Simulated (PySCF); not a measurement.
Species: BH5SSi.
Atom-mapped SMILES: `[BH2:1][S:2][SiH3:3]`

Geometry (PBE0-D3(BJ)/def2-SVP, Å), atoms numbered from 1 in this order:
```xyz
8
BH5SSi angstrom
B      1.7823   -0.0035    0.3617
S      0.3478    0.1348    1.4058
Si    -1.2235   -0.0933   -0.0745
H      1.6830   -0.1785   -0.8289
H      2.8529    0.0877    0.9059
H     -1.1260    0.9928   -1.0905
H     -1.1043   -1.4226   -0.7380
H     -2.5205    0.0018    0.6533
```

Computed, not measured: delta-SCF UKS SCAN, pcX-2 on the ionised atom, pcseg-1 elsewhere, spin-free X2C (PySCF 2.14.0). Every row has its own mixed basis.

| ionised atom | basis functions | E(ionised) (Eh) | binding energy (eV) |
| --- | --- | --- | --- |
| Si3 | 117 | -649.28754 | 1847.294 |
| S2 | 117 | -626.22357 | 2477.085 |

Question: Fill in the total energy of each ground state.

Answer: With binding energy = E(ionised) − E(ground) and 27.2114 eV a hartree:

```json
{"atom": "Si3", "binding energy (Eh)": "67.8868", "E(ground) (Eh)": "-717.1744"}
{"atom": "S2", "binding energy (Eh)": "91.0312", "E(ground) (Eh)": "-717.2548"}
```

Question: How much do the ground-state energies differ, and what would follow from using one of them for all holes?

Answer: They run from -717.2548 Eh (core basis on S2) to -717.1744 Eh (on Si3), 0.0804 Eh or 2.19 eV apart, though the state is the same; only basis and grid differ. Pairing the ion of Si3 with the ground state of S2 would put its binding energy 2.19 eV too high.

Only 1s holes are shown. One conformer (not necessarily the lowest) at the PBE0-D3(BJ)/def2-SVP geometry, without solvent, vibrations or thermal averaging.

Time: 18 s wall. Hardware: an Arm Neoverse V1 with one thread, on a shared host.
